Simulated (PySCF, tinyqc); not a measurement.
Worked calculation (part 1 of 2): G0W0 on RHF in the sto-3g basis, for BH, spin multiplicity 1. The lowest restricted solution is unstable here: a spin-polarised one lies 0.0063 hartree lower (PySCF). Computed by tinyqc, a small Python program that keeps every step (integrals from PySCF). Settings: charge = 0, multiplicity = 1, basis = sto-3g, method = RHF, energy threshold = 1e-10, iteration cap = 75, orthogonalisation = symmetric, start = atomic densities, DIIS depth = 6. Command: `OMP_NUM_THREADS=1 python tinyqc.py 23451 23452 out.jsonl` (the two numbers bound the seeds that draw the settings). One thread of a shared host (Intel(R) Xeon(R) Processor @ 2.60GHz), about 0.08 s of CPU time with the checks. Later iterations appear only in the table of the cycle.

## One-electron integrals

Geometry (angstrom):
```
atom         x         y         z
B     0.000000  0.000000  0.000000
H     0.000000  0.000000  1.790000
```

Basis sto-3g: exponents (1/bohr^2) and contraction coefficients of normalised primitives:
```
element  l (shell)   exponent  coefficient
B            s (1)  48.791113     0.154329
B            s (1)   8.887362     0.535328
B            s (1)   2.405267     0.444635
B            s (2)   2.236956    -0.099967
B            s (2)   0.519821     0.399513
B            s (2)   0.169062     0.700115
B            p (3)   2.236956     0.155916
B            p (3)   0.519821     0.607684
B            p (3)   0.169062     0.391957
H            s (1)   3.425251     0.154329
H            s (1)   0.623914     0.535328
H            s (1)   0.168855     0.444635
```

Overlap, kinetic and nuclear-attraction integrals over the contracted functions; the nuclear repulsion is the sum of Za Zb / Rab.

nuclear repulsion = 1.47814863 hartree

overlap S:
```
           1B 1s     1B 2s    1B 2px    1B 2py    1B 2pz     2H 1s
1B 1s   1.000000  0.269328  0.000000  0.000000  0.000000  0.017489
1B 2s   0.269328  1.000000  0.000000  0.000000  0.000000  0.222385
1B 2px  0.000000  0.000000  1.000000  0.000000  0.000000  0.000000
1B 2py  0.000000  0.000000  0.000000  1.000000  0.000000  0.000000
1B 2pz  0.000000  0.000000  0.000000  0.000000  1.000000  0.271741
2H 1s   0.017489  0.222385  0.000000  0.000000  0.271741  1.000000
```

kinetic energy T (hartree):
```
            1B 1s      1B 2s    1B 2px    1B 2py    1B 2pz      2H 1s
1B 1s   10.826302  -0.047967  0.000000  0.000000  0.000000  -0.005093
1B 2s   -0.047967   0.359168  0.000000  0.000000  0.000000   0.002151
1B 2px   0.000000   0.000000  1.123881  0.000000  0.000000   0.000000
1B 2py   0.000000   0.000000  0.000000  1.123881  0.000000   0.000000
1B 2pz   0.000000   0.000000  0.000000  0.000000  1.123881   0.042509
2H 1s   -0.005093   0.002151  0.000000  0.000000  0.042509   0.760032
```

nuclear attraction V (hartree):
```
             1B 1s      1B 2s     1B 2px     1B 2py     1B 2pz      2H 1s
1B 1s   -23.443018  -3.218984   0.000000   0.000000  -0.008213  -0.210151
1B 2s    -3.218984  -4.066469   0.000000   0.000000  -0.082497  -0.685425
1B 2px    0.000000   0.000000  -4.019857   0.000000   0.000000   0.000000
1B 2py    0.000000   0.000000   0.000000  -4.019857   0.000000   0.000000
1B 2pz   -0.008213  -0.082497   0.000000   0.000000  -4.068511  -0.781397
2H 1s    -0.210151  -0.685425   0.000000   0.000000  -0.781397  -2.703163
```

core Hamiltonian H = T + V (hartree):
```
             1B 1s      1B 2s     1B 2px     1B 2py     1B 2pz      2H 1s
1B 1s   -12.616716  -3.266951   0.000000   0.000000  -0.008213  -0.215244
1B 2s    -3.266951  -3.707301   0.000000   0.000000  -0.082497  -0.683274
1B 2px    0.000000   0.000000  -2.895977   0.000000   0.000000   0.000000
1B 2py    0.000000   0.000000   0.000000  -2.895977   0.000000   0.000000
1B 2pz   -0.008213  -0.082497   0.000000   0.000000  -2.944631  -0.738888
2H 1s    -0.215244  -0.683274   0.000000   0.000000  -0.738888  -1.943131
```

## Two-electron integrals

Functions are numbered as in S; the eight-fold symmetry (ij|kl) = (ji|kl) = (kl|ij) leaves the list below.

Two-electron integrals (ij|kl) in chemists' order, unique and non-zero (hartree):
```
(11|11) 2.923513   (21|11) 0.518376   (21|21) 0.109262   (22|11) 0.744229
(22|21) 0.193177   (22|22) 0.544804   (31|31) 0.020264   (32|31) 0.029996
(32|32) 0.120346   (33|11) 0.742491   (33|21) 0.193240   (33|22) 0.544682
(33|33) 0.586773   (41|41) 0.020264   (42|41) 0.029996   (42|42) 0.120346
(43|43) 0.031630   (44|11) 0.742491   (44|21) 0.193240   (44|22) 0.544682
(44|33) 0.523513   (44|44) 0.586773   (51|51) 0.020264   (52|51) 0.029996
(52|52) 0.120346   (53|53) 0.031630   (54|54) 0.031630   (55|11) 0.742491
(55|21) 0.193240   (55|22) 0.544682   (55|33) 0.523513   (55|44) 0.523513
(55|55) 0.586773   (61|11) 0.033496   (61|21) 0.007037   (61|22) 0.012496
(61|33) 0.012447   (61|44) 0.012447   (61|51) 0.000500   (61|52) 0.000928
(61|55) 0.012600   (61|61) 0.000467   (62|11) 0.108544   (62|21) 0.028772
(62|22) 0.093285   (62|33) 0.090444   (62|44) 0.090444   (62|51) 0.003095
(62|52) 0.021303   (62|55) 0.098865   (62|61) 0.001977   (62|62) 0.025979
(63|31) 0.002424   (63|32) 0.012309   (63|53) 0.003665   (63|63) 0.002303
(64|41) 0.002424   (64|42) 0.012309   (64|54) 0.003665   (64|64) 0.002303
(65|11) 0.115764   (65|21) 0.031014   (65|22) 0.105681   (65|33) 0.100502
(65|44) 0.100502   (65|51) 0.005088   (65|52) 0.033143   (65|55) 0.115912
(65|61) 0.002195   (65|62) 0.033954   (65|65) 0.045776   (66|11) 0.295263
(66|21) 0.079488   (66|22) 0.291517   (66|33) 0.277605   (66|44) 0.277605
(66|51) 0.008094   (66|52) 0.077384   (66|55) 0.318920   (66|61) 0.005467
(66|62) 0.115485   (66|65) 0.162095   (66|66) 0.774606
```

## Orthogonalisation

S = U s U^T; symmetric (Loewdin) form X = U s^(-1/2) U^T, so that X^T S X = 1.

eigenvalues of S: 0.604201  0.810512  1.000000  1.000000  1.173393  1.411893

X:
```
            1B 1s      1B 2s    1B 2px    1B 2py     1B 2pz      2H 1s
1B 1s    1.029294  -0.144487  0.000000  0.000000  -0.003918   0.016183
1B 2s   -0.144487   1.050754  0.000000  0.000000   0.025914  -0.124696
1B 2px   0.000000   0.000000  1.000000  0.000000   0.000000   0.000000
1B 2py   0.000000   0.000000  0.000000  1.000000   0.000000   0.000000
1B 2pz  -0.003918   0.025914  0.000000  0.000000   1.030502  -0.147626
2H 1s    0.016183  -0.124696  0.000000  0.000000  -0.147626   1.051458
```

## Starting guess

The start is atomic minimal-basis densities projected into this basis (PySCF's MINAO start) and scaled to the electron count of each spin; this density is not idempotent, so its energy is not variational and may lie below the converged one.

D at the start:
```
            1B 1s      1B 2s    1B 2px    1B 2py     1B 2pz      2H 1s
1B 1s    2.180230  -0.569154  0.000000  0.000000   0.008618  -0.032471
1B 2s   -0.569154   2.125608  0.000000  0.000000  -0.027435   0.120265
1B 2px   0.000000   0.000000  0.320772  0.000000   0.000000   0.000000
1B 2py   0.000000   0.000000  0.000000  0.320772   0.000000   0.000000
1B 2pz   0.008618  -0.027435  0.000000  0.000000   0.301876   0.054259
2H 1s   -0.032471   0.120265  0.000000  0.000000   0.054259   0.975477
```

## Iteration 1: building the Fock matrix

J_ij = sum D_kl (ij|kl), K_ij = sum D_kl (ik|jl); F = H + J - 0.5 K; E = tr D H + tr D J / 2 - 0.25 tr D K + E_nn.

Coulomb J (hartree):
```
           1B 1s     1B 2s    1B 2px    1B 2py    1B 2pz     2H 1s
1B 1s   8.390797  1.686099  0.000000  0.000000  0.007863  0.109342
1B 2s   1.686099  3.392062  0.000000  0.000000  0.078061  0.611398
1B 2px  0.000000  0.000000  3.373450  0.000000  0.000000  0.000000
1B 2py  0.000000  0.000000  0.000000  3.373450  0.000000  0.000000
1B 2pz  0.007863  0.078061  0.000000  0.000000  3.416244  0.710574
2H 1s   0.109342  0.611398  0.000000  0.000000  0.710574  2.243797
```

exchange K (hartree):
```
           1B 1s     1B 2s    1B 2px    1B 2py    1B 2pz     2H 1s
1B 1s   6.035250  1.086686  0.000000  0.000000  0.003617  0.077647
1B 2s   1.086686  1.338121  0.000000  0.000000  0.038128  0.359067
1B 2px  0.000000  0.000000  0.479204  0.000000  0.000000  0.000000
1B 2py  0.000000  0.000000  0.000000  0.479204  0.000000  0.000000
1B 2pz  0.003617  0.038128  0.000000  0.000000  0.528140  0.268919
2H 1s   0.077647  0.359067  0.000000  0.000000  0.268919  0.868083
```

Fock matrix F (hartree):
```
            1B 1s      1B 2s    1B 2px    1B 2py     1B 2pz      2H 1s
1B 1s   -7.243544  -2.124195  0.000000  0.000000  -0.002158  -0.144726
1B 2s   -2.124195  -0.984300  0.000000  0.000000  -0.023500  -0.251410
1B 2px   0.000000   0.000000  0.237871  0.000000   0.000000   0.000000
1B 2py   0.000000   0.000000  0.000000  0.237871   0.000000   0.000000
1B 2pz  -0.002158  -0.023500  0.000000  0.000000   0.207543  -0.162773
2H 1s   -0.144726  -0.251410  0.000000  0.000000  -0.162773  -0.133375
```

total energy of this density = -24.51507201 hartree

This density is the starting one; it is not idempotent, so its energy is not variational and may lie below the converged one.

## Iteration 1: diagonalisation and new density

Diagonalise F' = X^T F X, C = X C', fill 3 alpha and 3 beta electrons from the bottom; D = 2 C_occ C_occ^T. Each column has its largest component positive (the first on a tie).

F' = X^T F X (hartree):
```
           1          2         3         4          5          6
1  -7.066545  -1.104708  0.000000  0.000000  -0.010549   0.019974
2  -1.104708  -0.534457  0.000000  0.000000   0.021935  -0.174945
3   0.000000   0.000000  0.237871  0.000000   0.000000   0.000000
4   0.000000   0.000000  0.000000  0.237871   0.000000   0.000000
5  -0.010549   0.021935  0.000000  0.000000   0.267193  -0.196540
6   0.019974  -0.174945  0.000000  0.000000  -0.196540  -0.040883
```

orbital energies (hartree): MO1 -7.248332, MO2 -0.437394, MO3 -0.065806, MO4 0.237871, MO5 0.237871, MO6 0.376840

coefficients C:
```
              MO1        MO2        MO3       MO4        MO5        MO6
1B 1s    0.992185  -0.270120   0.142074  0.000000   0.000000  -0.054949
1B 2s    0.027929   0.893095  -0.538104  0.000000   0.000000   0.230708
1B 2px   0.000000   0.000000   0.000000  0.241489   0.970403   0.000000
1B 2py   0.000000   0.000000   0.000000  0.970403  -0.241489   0.000000
1B 2pz   0.001132   0.054717   0.371770  0.000000   0.000000   0.971188
2H 1s   -0.003124   0.338919   0.786538  0.000000   0.000000  -0.640038
```

D after iteration 1:
```
            1B 1s      1B 2s    1B 2px    1B 2py     1B 2pz      2H 1s
1B 1s    2.155162  -0.579964  0.000000  0.000000   0.078325   0.034197
1B 2s   -0.579964   2.175909  0.000000  0.000000  -0.302304  -0.241278
1B 2px   0.000000   0.000000  0.000000  0.000000   0.000000   0.000000
1B 2py   0.000000   0.000000  0.000000  0.000000   0.000000   0.000000
1B 2pz   0.078325  -0.302304  0.000000  0.000000   0.282416   0.621905
2H 1s    0.034197  -0.241278  0.000000  0.000000   0.621905   1.467036
```

Within a degenerate level the vectors are fixed only up to a rotation; this is one choice.

## Iteration 8 (converged): orbitals

converged F (hartree):
```
            1B 1s      1B 2s    1B 2px    1B 2py     1B 2pz      2H 1s
1B 1s   -7.378293  -2.151141  0.000000  0.000000  -0.015448  -0.145980
1B 2s   -2.151141  -1.021021  0.000000  0.000000   0.012358  -0.250191
1B 2px   0.000000   0.000000  0.247433  0.000000   0.000000   0.000000
1B 2py   0.000000   0.000000  0.000000  0.247433   0.000000   0.000000
1B 2pz  -0.015448   0.012358  0.000000  0.000000   0.011925  -0.277255
2H 1s   -0.145980  -0.250191  0.000000  0.000000  -0.277255  -0.161701
```

As before.

F' = X^T F X (hartree):
```
           1          2         3         4          5          6
1  -7.201952  -1.109263  0.000000  0.000000  -0.030942   0.021997
2  -1.109263  -0.567775  0.000000  0.000000   0.071085  -0.175935
3   0.000000   0.000000  0.247433  0.000000   0.000000   0.000000
4   0.000000   0.000000  0.000000  0.247433   0.000000   0.000000
5  -0.030942   0.071085  0.000000  0.000000   0.095665  -0.293731
6   0.021997  -0.175935  0.000000  0.000000  -0.293731  -0.040398
```

orbital energies (hartree): MO1 -7.382567, MO2 -0.466918, MO3 -0.232665, MO4 0.247433, MO5 0.247433, MO6 0.367690

coefficients C:
```
              MO1        MO2        MO3       MO4        MO5        MO6
1B 1s    0.992713  -0.267020   0.130234  0.000000   0.000000  -0.082824
1B 2s    0.026144   0.887299  -0.491939  0.000000   0.000000   0.333456
1B 2px   0.000000   0.000000   0.000000  0.978362  -0.206900   0.000000
1B 2py   0.000000   0.000000   0.000000  0.206900   0.978362   0.000000
1B 2pz   0.002824   0.075995   0.575180  0.000000   0.000000   0.864754
2H 1s   -0.003396   0.342345   0.619502  0.000000   0.000000  -0.801357
```

D after iteration 8:
```
            1B 1s      1B 2s    1B 2px    1B 2py     1B 2pz      2H 1s
1B 1s    2.147481  -0.550082  0.000000  0.000000   0.114839  -0.028209
1B 2s   -0.550082   2.059976  0.000000  0.000000  -0.430898  -0.002167
1B 2px   0.000000   0.000000  0.000000  0.000000   0.000000   0.000000
1B 2py   0.000000   0.000000  0.000000  0.000000   0.000000   0.000000
1B 2pz   0.114839  -0.430898  0.000000  0.000000   0.673230   0.764664
2H 1s   -0.028209  -0.002167  0.000000  0.000000   0.764664   1.001987
```

Within a degenerate level the vectors are fixed only up to a rotation; this is one choice.

## Convergence

Stop when the energy changes by less than 1e-10 hartree and every element of the error matrix X^T (F D S - S D F) X is below 3e-06.

Course of the cycle:
```
iteration   E (hartree)     change  largest element of the error matrix
1          -24.51507201          -                             2.12e-01
2          -24.60277630  -8.77e-02                             2.35e-01
3          -24.64543391  -4.27e-02                             1.23e-01
4          -24.65999675  -1.46e-02                             3.61e-03
5          -24.66001195  -1.52e-05                             6.54e-04
6          -24.66001276  -8.10e-07                             1.16e-05
7          -24.66001276  -2.80e-10                             6.75e-07
8          -24.66001276  -6.25e-13                             1.55e-10
```

PySCF RHF in the same basis = -24.66001276 hartree

Converged in 8 iterations.

## Populations, bond orders and dipole

Mulliken: Z minus the diagonal of D S on the atom; Loewdin: the same with S^(1/2) D S^(1/2); Mayer order: 2 sum_s sum (D(s) S)_ij (D(s) S)_ji over the two atoms.

Charges (e):
```
atom   Mulliken    Loewdin
1B     0.208802   0.203004
2H    -0.208802  -0.203004
```

Mayer bond orders:
```
pair     order
2-1   0.956402
```

dipole moment about the origin, x y z (debye): 0.000000  0.000000  -0.503612

## Integrals over molecular orbitals

(pq|rs) = sum C_ip C_jq C_kr C_ls (ij|kl), one index at a time.

one-electron integrals over orbitals h = C^T H C (hartree):
```
            1          2          3          4          5          6
1  -12.604145   0.326255  -0.150015   0.000000   0.000000   0.099295
2    0.326255  -2.940006   0.256878   0.000000   0.000000  -0.374690
3   -0.150015   0.256878  -2.511860   0.000000   0.000000  -0.444249
4    0.000000   0.000000   0.000000  -2.895977   0.000000   0.000000
5    0.000000   0.000000   0.000000   0.000000  -2.895977   0.000000
6    0.099295  -0.374690  -0.444249   0.000000   0.000000  -2.453885
```

Two-electron integrals over orbitals (pq|rs), unique and non-zero (hartree):
```
(11|11) 2.893099    (21|11) -0.290287   (21|21) 0.046221    (22|11) 0.652870
(22|21) -0.012569   (22|22) 0.472117    (31|11) 0.138983    (31|21) -0.021082
(31|22) 0.010520    (31|31) 0.018237    (32|11) -0.137487   (32|21) 0.007527
(32|22) -0.004844   (32|31) 0.007615    (32|32) 0.117144    (33|11) 0.543598
(33|21) -0.007892   (33|22) 0.429298    (33|31) -0.002482   (33|32) 0.001860
(33|33) 0.468785    (41|41) 0.021590    (42|41) 0.024538    (42|42) 0.089658
(43|41) -0.011719   (43|42) -0.038663   (43|43) 0.032473    (44|11) 0.742018
(44|21) -0.010678   (44|22) 0.483660    (44|31) 0.004787    (44|32) -0.076599
(44|33) 0.417887    (44|44) 0.586773    (51|51) 0.021590    (52|51) 0.024538
(52|52) 0.089658    (53|51) -0.011719   (53|52) -0.038663   (53|53) 0.032473
(54|54) 0.031630    (55|11) 0.742018    (55|21) -0.010678   (55|22) 0.483660
(55|31) 0.004787    (55|32) -0.076599   (55|33) 0.417887    (55|44) 0.523513
(55|55) 0.586773    (61|11) -0.089572   (61|21) 0.015895    (61|22) 0.001898
(61|31) 0.003855    (61|32) 0.016242    (61|33) -0.010057   (61|44) -0.003135
(61|55) -0.003135   (61|61) 0.019794    (62|11) 0.136908    (62|21) -0.003060
(62|22) 0.055959    (62|31) 0.012863    (62|32) -0.010897   (62|33) -0.025515
(62|44) 0.076375    (62|55) 0.076375    (62|61) 0.013230    (62|62) 0.088814
(63|11) 0.181212    (63|21) -0.004084   (63|22) 0.037707    (63|31) -0.003535
(63|32) -0.111840   (63|33) -0.000632   (63|44) 0.101400    (63|55) 0.101400
(63|61) -0.008343   (63|62) 0.055887    (63|63) 0.149661    (64|41) 0.007112
(64|42) 0.026591    (64|43) 0.004446    (64|64) 0.025659    (65|51) 0.007112
(65|52) 0.026591    (65|53) 0.004446    (65|65) 0.025659    (66|11) 0.604681
(66|21) -0.007593   (66|22) 0.469690    (66|31) 0.011329    (66|32) 0.051279
(66|33) 0.465550    (66|44) 0.438762    (66|55) 0.438762    (66|61) 0.007719
(66|62) 0.023429    (66|63) -0.024503   (66|66) 0.529116
```

## Screening: direct RPA

With D = e_a - e_i and K = (ia|jb): diagonalise D^(1/2) (D + 4K) D^(1/2) = Z w^2 Z^T; X + Y = D^(1/2) Z w^(-1/2), each column of Z with its largest component positive (the first on a tie); E_c = (sum w - tr (D + 2K)) / 2.

D^(1/2) (D + 4K) D^(1/2) (hartree^2):
```
           1>4        1>5        1>6        2>4        2>5       2>6        3>4        3>5
1>4  58.875847   0.000000   0.000000   0.229151   0.000000  0.000000  -0.089718   0.000000
1>5   0.000000  58.875847   0.000000   0.000000   0.229151  0.000000   0.000000  -0.089718
1>6   0.000000   0.000000  60.680128   0.000000   0.000000  0.134587   0.000000   0.000000
2>4   0.229151   0.000000   0.000000   0.766486   0.000000  0.000000  -0.090569   0.000000
2>5   0.000000   0.229151   0.000000   0.000000   0.766486  0.000000   0.000000  -0.090569
2>6   0.000000   0.000000   0.134587   0.000000   0.000000  0.993069   0.000000   0.000000
3>4  -0.089718   0.000000   0.000000  -0.090569   0.000000  0.000000   0.292854   0.000000
3>5   0.000000  -0.089718   0.000000   0.000000  -0.090569  0.000000   0.000000   0.292854
3>6   0.000000   0.000000  -0.071986   0.000000   0.000000  0.158241   0.000000   0.000000

           3>6
1>4   0.000000
1>5   0.000000
1>6  -0.071986
2>4   0.000000
2>5   0.000000
2>6   0.158241
3>4   0.000000
3>5   0.000000
3>6   0.719825
```

excitation energies w (hartree): 0.525442  0.525442  0.804451  0.884426  0.884426  1.032164  7.673128  7.673128  7.789770

X + Y:
```
             1         2          3          4          5          6          7          8
1>4   0.003037  0.000001   0.000000   0.000007  -0.012216   0.000000   0.997177   0.000000
1>5  -0.000001  0.003037   0.000000  -0.012216  -0.000007   0.000000   0.000000   0.997177
1>6   0.000000  0.000000   0.006283   0.000000   0.000000  -0.004245   0.000000   0.000000
2>4   0.211339  0.000045   0.000000  -0.000510   0.883828   0.000000   0.001204   0.000000
2>5  -0.000045  0.211339   0.000000   0.883828   0.000510   0.000000   0.000000   0.001204
2>6   0.000000  0.000000  -0.424371   0.000000   0.000000   0.817457   0.000000   0.000000
3>4   0.940045  0.000199   0.000000   0.000077  -0.133539   0.000000  -0.000385   0.000000
3>5  -0.000199  0.940045   0.000000  -0.133539  -0.000077   0.000000   0.000000  -0.000385
3>6   0.000000  0.000000   0.785331   0.000000   0.000000   0.317751   0.000000   0.000000

             9
1>4   0.000000
1>5   0.000000
1>6   0.997457
2>4   0.000000
2>5   0.000000
2>6   0.000737
3>4   0.000000
3>5   0.000000
3>6  -0.000332
```

RPA correlation energy = -0.06658187 hartree

Within a degenerate level the vectors are fixed only up to a rotation; this is one choice.
